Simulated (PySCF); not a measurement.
Stepwise substitution at one centre (Si F-H). Isolated molecules, 0 K electronic values unless said otherwise. Strings in code marks are SMILES.

The HOMO from two functionals at the same geometries (PBE0-D3(BJ)/def2-TZVP), both in PySCF: PBE-D3(BJ)/def2-TZVP and TPSSh-D3(BJ)/def2-TZVP. 

| species | PBE-D3(BJ)/def2-TZVP (eV) |
|---|---|
| 0 of 4 F replaced by H | -10.59 |
| 1 of 4 F replaced by H (`F[SiH](F)F`) | -9.55 |
| 2 of 4 F replaced by H | -8.36 |
| 3 of 4 F replaced by H | -8.30 |
| 4 of 4 F replaced by H | -8.51 |

### Question
What does TPSSh-D3(BJ)/def2-TZVP give for each?

### Answer

- 0 of 4 F replaced by H: -11.59
- 1 of 4 F replaced by H (`F[SiH](F)F`): -10.43
- 2 of 4 F replaced by H: -9.22
- 3 of 4 F replaced by H: -9.13
- 4 of 4 F replaced by H: -9.29
Over these rows, drawn at random from the members with no instability flagged (it was tested for open shells, ions and some series alone), PBE minus TPSSh-D3(BJ): mean +0.87 eV, from +0.78 eV to +1.00 eV.
